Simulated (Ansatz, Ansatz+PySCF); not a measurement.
| atom | x (Å) | y (Å) | z (Å) |
| --- | --- | --- | --- |
| F | 0.0000 | -0.3535 | -1.0985 |
| H | 0.0000 | 0.4188 | -0.7347 |
| F | 0.0000 | 0.3535 | 1.0985 |
| H | 0.0000 | -0.4188 | 0.7347 |

RHF on singlet H₂F₂ was run in several spherical basis sets with Ansatz (development build ahead of 0.2.0). Caution for RHF: no unrestricted run beside it, a lower state can exist.

Problem. Rank the basis sets by the total energy that they give, lowest first, with the distance from the lowest.
A. def2-SVP
B. 6-31G(d)
C. 6-31G
D. cc-pVDZ
E. cc-pVTZ
F. STO-3G
G. def2-TZVP

Solution. G (0.00 eV), E (0.24 eV), D (2.26 eV), B (3.31 eV), C (4.34 eV), A (6.98 eV), F (81.75 eV).

Totals follow the description of the cores as much as that of the bonds, so this order isn't one of quality for chemistry.
